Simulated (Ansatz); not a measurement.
# A ladder of methods for SiH2ClO (SMILES O[SiH]Cl)

The species is SiH2ClO (5 atoms), meant as a doublet with charge 0. As SMILES, `O[SiH]Cl`. Geometry: relaxed at PBE0-D4/def2-TZVP. This is one conformer, not always the lowest.

```xyz
5

O    -0.8061   -0.4320   -0.7465
Si   -0.0923    0.4798    0.4140
Cl    1.6066   -0.4408    1.1436
H    -1.0241   -1.3432   -0.5400
H     0.3160    1.7363   -0.2711
```

Each level gives the energy change with the Si2–H5 bond stretched from 1.488 to 1.860 Å (eV). The values are calculated.

```json
{"level": "UHF/STO-3G", "kind": "Hartree–Fock", "program": "Ansatz", "value (eV)": "1.47", "CPU time (all runs)": "0.61 s"}
{"level": "U-r2SCAN0/STO-3G", "kind": "hybrid meta-GGA", "program": "Ansatz", "value (eV)": "1.19", "CPU time (all runs)": "13 s"}
{"level": "UB3LYP/STO-3G", "kind": "global hybrid", "program": "Ansatz", "value (eV)": "1.06", "CPU time (all runs)": "5 s"}
{"level": "UB2PLYP/STO-3G", "kind": "double hybrid", "program": "Ansatz", "value (eV)": "1.17", "CPU time (all runs)": "5.1 s"}
{"level": "RPA@PBE/STO-3G", "kind": "RPA", "program": "Ansatz", "value (eV)": "1.04", "CPU time (all runs)": "5.6 s"}
{"level": "UBCCD(T)/STO-3G", "kind": "coupled cluster or CI", "program": "Ansatz", "value (eV)": "?", "CPU time (all runs)": "0.91 s"}
{"level": "UCCSD/STO-3G", "kind": "coupled cluster or CI", "program": "Ansatz", "value (eV)": "?", "CPU time (all runs)": "0.69 s"}
{"level": "UCCSDTQ/STO-3G", "kind": "coupled cluster or CI", "program": "Ansatz", "value (eV)": "1.08", "CPU time (all runs)": "3 min"}
{"level": "FCI/STO-3G", "kind": "exact in the basis", "program": "Ansatz", "value (eV)": "1.08", "CPU time (all runs)": "31 s"}
```

Task: Estimate what the levels marked ? give.

Result: As computed at these levels: UBCCD(T)/STO-3G: 1.09 eV; UCCSD/STO-3G: 1.11 eV. The first shape isn't each level's own minimum. The values span 1.04 to 1.47 eV. All rows use very small basis sets, so even the best lies far from the true value. CPU times are rough (shared hosts, several kinds of processor): they show what a rung costs within a factor of a few.
